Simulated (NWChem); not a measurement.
Program: NWChem. System: CHO, charge 0, spin multiplicity 2, at a geometry optimised with UPBE/def2-SVP. The structure started from a generated list of species. Its SCF solution wasn't tested for a lower state. Level: ROCCSD(T)/def2-TZVP, 2 core orbitals frozen.

Input file:

```
start mol
memory heap 100 mb stack 700 mb global 1900 mb
geometry units angstroms nocenter noautoz
  C      0.496225    -0.324563     0.000000
  O     -0.559916     0.214446     0.000000
  H      1.501971     0.231809     0.000000
  symmetry group Cs
end
basis spherical
  * library def2-tzvp
end
scf
  rohf
  nopen 1
  maxiter 100
  thresh 1e-7
  semidirect memsize 60000000 filesize 0
  # guess.movecs holds the orbitals of an unrestricted PBE0 run
  vectors input guess.movecs output mol.movecs
end
tce
  freeze core 2
  ccsd(t)
  2eorb
  2emet 13
  thresh 1e-6
  maxiter 100
  tilesize 24
end
task tce energy
```

Output (cleaned and shortened):

```
             Northwest Computational Chemistry Package (NWChem) 7.3.0
             --------------------------------------------------------

                                NWChem Input Module
                                -------------------

 Scaling coordinates for geometry "geometry" by  1.889725989
 (inverse scale =  0.529177249)

 Turning off AUTOSYM since
 SYMMETRY directive was detected!

                             Geometry "geometry" -> ""
                             -------------------------

 Output coordinates in angstroms (scale by  1.889725989 to convert to a.u.)

  No.       Tag          Charge          X              Y              Z
 ---- ---------------- ---------- -------------- -------------- --------------
    1 C                    6.0000     0.49622500    -0.32456300     0.00000000
    2 O                    8.0000    -0.55991600     0.21444600     0.00000000
    3 H                    1.0000     1.50197100     0.23180900     0.00000000

 Effective nuclear repulsion energy (a.u.)      26.2372809378

            Nuclear Dipole moment (a.u.)
            ----------------------------
        X                 Y               Z
 ---------------- ---------------- ----------------
    -0.0000132281    -0.0000018897     0.0000000000

      Symmetry information
      --------------------

 Group name             Cs
 Group number              2
 Group order               2
 No. of unique centers     3

      Symmetry unique atoms

     1    2    3


 Summary of "ao basis" -> "" (spherical)
 ------------------------------------------------------------------------------
       Tag                 Description            Shells   Functions and Types
 ---------------- ------------------------------  ------  ---------------------
 *                         def2-tzvp                  on all atoms

 Summary of "ao basis" -> "ao basis" (spherical)
 ------------------------------------------------------------------------------
       Tag                 Description            Shells   Functions and Types
 ---------------- ------------------------------  ------  ---------------------
 C                         def2-tzvp                11       31   5s3p2d1f
 O                         def2-tzvp                11       31   5s3p2d1f
 H                         def2-tzvp                 4        6   3s1p

                                 NWChem SCF Module
                                 -----------------

  ao basis        = "ao basis"
  functions       =    68
  atoms           =     3
  closed shells   =     7
  open shells     =     1
  charge          =   0.00
  wavefunction    = ROHF
  use symmetry    = T
  symmetry adapt  = T

 Summary of "ao basis" -> "ao basis" (spherical)
 ------------------------------------------------------------------------------
       Tag                 Description            Shells   Functions and Types
 ---------------- ------------------------------  ------  ---------------------
 C                         def2-tzvp                11       31   5s3p2d1f
 O                         def2-tzvp                11       31   5s3p2d1f
 H                         def2-tzvp                 4        6   3s1p

      Symmetry analysis of basis
      --------------------------

        a'         47
        a"         21

 Forming initial guess at       0.0s

      Symmetry analysis of molecular orbitals - initial
      -------------------------------------------------

  Numbering of irreducible representations:

     1 a'          2 a"

  Orbital symmetries:

     1 a'          2 a'          3 a'          4 a'          5 a'
     6 a'          7 a"          8 a'          9 a"         10 a'
    11 a'         12 a'         13 a"         14 a'         15 a'
    16 a'         17 a"         18 a'

 Starting SCF solution at       0.0s

 ----------------------------------------------
         Quadratically convergent ROHF

 Convergence threshold     :          1.000E-07
 Maximum no. of iterations :          100
 Final Fock-matrix accuracy:          1.000E-09
 ----------------------------------------------

              iter       energy          gnorm     gmax       time
             ----- ------------------- --------- --------- --------
                 1     -113.2667785867  6.91D-01  2.17D-01      0.3
                 2     -113.2848764100  2.25D-01  7.80D-02      0.3
                 3     -113.2894805775  2.02D-02  1.20D-02      0.4
                 4     -113.2898519733  2.01D-03  7.75D-04      0.6
                 5     -113.2898536127  9.78D-06  3.99D-06      0.8
                 6     -113.2898536128  2.84D-09  9.35D-10      1.1

       Final ROHF results
       ------------------

         Total SCF energy =   -113.289853612756
      One-electron energy =   -206.527779460884
      Two-electron energy =     67.000644910331
 Nuclear repulsion energy =     26.237280937797

        Time for solution =      1.0s

       Symmetry analysis of molecular orbitals - final
       -----------------------------------------------

  Numbering of irreducible representations:

     1 a'          2 a"

  Orbital symmetries:

     1 a'          2 a'          3 a'          4 a'          5 a'
     6 a'          7 a"          8 a'          9 a"         10 a'
    11 a'         12 a'         13 a"         14 a'         15 a'
    16 a'         17 a"         18 a'

             Final eigenvalues
             -----------------

              1
    1  -20.6111
    2  -11.3551
    3   -1.4393
    4   -0.8196
    5   -0.6797
    6   -0.5856
    7   -0.5718
    8   -0.1452
    9    0.1135
   10    0.1771
[...]
  ----- ------------  ---------------      ----- ------------  ---------------
    38      0.287234  2 O  py                37      0.283803  2 O  px
    41      0.261341  2 O  py                40      0.245939  2 O  px
     7      0.182880  1 C  py                44      0.152459  2 O  py

 Vector    7  Occ=2.000000D+00  E=-5.717931D-01  Symmetry=a"
              MO Center= -2.6D-01,  6.9D-02,  4.6D-15, r^2= 8.8D-01
   Bfn.  Coefficient  Atom+Function         Bfn.  Coefficient  Atom+Function
  ----- ------------  ---------------      ----- ------------  ---------------
    39      0.379966  2 O  pz                42      0.344627  2 O  pz
     8      0.217092  1 C  pz                11      0.198117  1 C  pz
    45      0.188644  2 O  pz

 Vector    8  Occ=1.000000D+00  E=-1.451870D-01  Symmetry=a'
              MO Center=  4.7D-01, -4.7D-01, -1.2D-14, r^2= 1.4D+00
   Bfn.  Coefficient  Atom+Function         Bfn.  Coefficient  Atom+Function
  ----- ------------  ---------------      ----- ------------  ---------------
    10      0.349107  1 C  py                 7      0.342890  1 C  py
     5     -0.311452  1 C  s                  4     -0.286696  1 C  s
    65      0.239614  3 H  s                 38     -0.237040  2 O  py
    41     -0.211177  2 O  py                44     -0.208407  2 O  py
    64      0.202250  3 H  s                  3     -0.168696  1 C  s

 Vector    9  Occ=0.000000D+00  E= 1.134822D-01  Symmetry=a"
              MO Center=  4.6D-01, -2.8D-01,  7.0D-13, r^2= 2.4D+00
   Bfn.  Coefficient  Atom+Function         Bfn.  Coefficient  Atom+Function
  ----- ------------  ---------------      ----- ------------  ---------------
    14      0.810092  1 C  pz                45     -0.497635  2 O  pz
     8      0.269612  1 C  pz                39     -0.253639  2 O  pz
    11      0.240099  1 C  pz                42     -0.193751  2 O  pz

 Vector   10  Occ=0.000000D+00  E= 1.770887D-01  Symmetry=a'
              MO Center=  1.9D+00,  3.0D-01, -6.6D-13, r^2= 3.2D+00
   Bfn.  Coefficient  Atom+Function         Bfn.  Coefficient  Atom+Function
  ----- ------------  ---------------      ----- ------------  ---------------
    65      2.877040  3 H  s                  5     -1.302973  1 C  s
    12     -0.922242  1 C  px                13     -0.731770  1 C  py
    64     -0.496764  3 H  s                  4     -0.357013  1 C  s
    44      0.274353  2 O  py                36     -0.154918  2 O  s
     6     -0.152281  1 C  px

 Vector   11  Occ=0.000000D+00  E= 2.179822D-01  Symmetry=a'
              MO Center=  1.4D-01, -1.4D-02,  3.9D-14, r^2= 5.0D+00
   Bfn.  Coefficient  Atom+Function         Bfn.  Coefficient  Atom+Function
  ----- ------------  ---------------      ----- ------------  ---------------
    36      3.191861  2 O  s                  5     -2.575427  1 C  s
    12      1.510046  1 C  px                13     -1.009347  1 C  py
    43      0.822232  2 O  px                 4     -0.710654  1 C  s
     9      0.584520  1 C  px                44     -0.361545  2 O  py
    65      0.350492  3 H  s                 10     -0.282746  1 C  py

 center of mass
 --------------
 x =  -0.09691309 y =  -0.01505700 z =   0.00000000

 moments of inertia (a.u.)
 ------------------
           7.327708362374          12.549321509947           0.000000000000
          12.549321509947          36.305797862270           0.000000000000
           0.000000000000           0.000000000000          43.633506224645

  Mulliken analysis of the total density
  --------------------------------------

    Atom       Charge   Shell Charges
 -----------   ------   -------------------------------------------------------
    1 C    6     5.84   0.86  1.12  0.55  0.67  0.17  1.07  1.02  0.22  0.04  0.10  0.01
    2 O    8     8.31   0.79  1.18  0.59  0.95  0.33  1.81  1.91  0.71  0.00  0.03  0.00
    3 H    1     0.85   0.24  0.47  0.12  0.02

 Mulliken analysis of the open-shell density
 -------------------------------------------

    Atom       Charge   Shell Charges
 -----------   ------   -------------------------------------------------------
    1 C    6     0.74   0.00 -0.00  0.05  0.09  0.08  0.21  0.23  0.07  0.01  0.02  0.00
    2 O    8     0.16   0.00 -0.00  0.00  0.00 -0.00  0.09  0.07  0.00  0.00  0.00  0.00
    3 H    1     0.10   0.03  0.06  0.01  0.00

       Multipole analysis of the density wrt the origin
       ------------------------------------------------

     L   x y z        total         open         nuclear
     -   - - -        -----         ----         -------
     0   0 0 0     -0.000000     -1.000000     15.000000

     1   1 0 0      0.873336     -0.886704     -0.000013
     1   0 1 0     -0.048186      0.884507     -0.000002
     1   0 0 1      0.000000      0.000000      0.000000

     2   2 0 0     -7.844811     -2.847507     22.288440
     2   1 1 0      0.494700      0.889050     -5.637786
     2   1 0 1     -0.000000      0.000000      0.000000
     2   0 2 0     -9.039687     -2.900559      3.762755
     2   0 1 1     -0.000000     -0.000000      0.000000
     2   0 0 2     -8.153898     -0.753178      0.000000

                   NWChem Extensible Many-Electron Theory Module
                   ---------------------------------------------


            General Information
            -------------------
      Number of processors :     1
         Wavefunction type : Restricted open-shell Hartree-Fock
          No. of electrons :    15
           Alpha electrons :     8
            Beta electrons :     7
           No. of orbitals :   136
            Alpha orbitals :    68
             Beta orbitals :    68
        Alpha frozen cores :     2
         Beta frozen cores :     2
     Alpha frozen virtuals :     0
      Beta frozen virtuals :     0
         Spin multiplicity : doublet
    Number of AO functions :    68
       Number of AO shells :    26
        Use of symmetry is : on
      Symmetry adaption is : on
         Schwarz screening : 0.10D-09

          Correlation Information
          -----------------------
          Calculation type : Coupled-cluster singles & doubles w/ perturbation
   Perturbative correction : (T)
            Max iterations :      100
        Residual threshold : 0.10D-05
     T(0) DIIS level shift : 0.00D+00
     L(0) DIIS level shift : 0.00D+00
     T(1) DIIS level shift : 0.00D+00
     L(1) DIIS level shift : 0.00D+00
     T(R) DIIS level shift : 0.00D+00
     T(I) DIIS level shift : 0.00D+00
   CC-T/L Amplitude update :  5-th order DIIS
                I/O scheme : Global Array Library
        L-threshold :  0.10D-05
        EOM-threshold :  0.10D-05
 no EOMCCSD initial starts read in
 TCE RESTART OPTIONS
 SLICE:      F
 D4D5:       F
 quantumc:   F
 qrotation:  F
 pwtce:      F
 qducc:      F
 nacto:                         0
 nrotv:                         0
 nrot:                          0

            Memory Information
            ------------------
          Available GA space size is     249027552 doubles
          Available MA space size is     104853668 doubles

 Maximum block size supplied by input
 Maximum block size        24 doubles

 tile_dim =     20

 -------------------------------------------------
   1    alpha     a'     4 doubles       0       1
   2    alpha     a'     1 doubles       4       2
   3    alpha     a"     1 doubles       5       3
   4    beta      a'     4 doubles       6       4
   5    beta      a"     1 doubles      10       5
   6    alpha     a'    20 doubles      11       6
   7    alpha     a'    20 doubles      31       7
   8    alpha     a"    20 doubles      51       8
   9    beta      a'     1 doubles      71       9
  10    beta      a'    20 doubles      72      10
  11    beta      a'    20 doubles      92      11
  12    beta      a"    20 doubles     112      12

 Global array virtual files algorithm will be used

 Parallel file system coherency ......... OK

 4-electron integrals stored in orbital form

 v2    file size   =          2633940
 4-index algorithm nr.  13 is used
 imaxsize =       30
 imaxsize ichop =        0


CCSD iterations
 ---------------------------------------------------------
 Iter          Residuum       Correlation     Cpu    Wall
 ---------------------------------------------------------
    1   0.2031310163230  -0.3787303189353     0.4     0.4
    2   0.0483149067802  -0.3658682364905     0.4     0.4
    3   0.0196444877952  -0.3779806478354     0.4     0.4
    4   0.0106577435782  -0.3761330348512     0.4     0.4
    5   0.0054463435131  -0.3780535114237     0.4     0.4
    6   0.0019082104496  -0.3779523602736     0.4     0.4
    7   0.0012054426710  -0.3778936910685     0.4     0.4
    8   0.0004761565917  -0.3779477477874     0.4     0.4
    9   0.0004637475708  -0.3779271801921     0.4     0.4
   10   0.0001894103359  -0.3779618512688     0.4     0.4
   11   0.0000577220062  -0.3779673651439     0.4     0.4
   12   0.0000293307056  -0.3779638083571     0.4     0.4
   13   0.0000178523982  -0.3779650472344     0.4     0.4
   14   0.0000120755819  -0.3779642741417     0.4     0.4
   15   0.0000072236932  -0.3779646572180     0.4     0.4
   16   0.0000021695342  -0.3779644158174     0.4     0.4
   17   0.0000013106584  -0.3779644179817     0.4     0.4
   18   0.0000006775598  -0.3779644728334     0.4     0.4
 -----------------------------------------------------------------
 Iterations converged
 CCSD correlation energy / hartree =        -0.377964472833435
 CCSD total energy / hartree       =      -113.667818085589502

 Singles contributions

 Doubles contributions
 CCSD(T)
 Using plain CCSD(T) code
             total no. of tasks          373
 total no. of tasks / no. procs          373
                         wl_min            4           1.3
                         wl_max       512000           8.9
        thresh for no. of tasks          373

 CCSD[T]  correction energy / hartree =        -0.019696548282711
 CCSD[T] correlation energy / hartree =        -0.397661021116146
 CCSD[T] total energy / hartree       =      -113.687514633872212
 CCSD(T)  correction energy / hartree =        -0.017720817414746
 CCSD(T) correlation energy / hartree =        -0.395685290248180
 CCSD(T) total energy / hartree       =      -113.685538903004243

 Task  times  cpu:       16.7s     wall:       16.7s

 Total times  cpu:       16.7s     wall:       16.7s
```
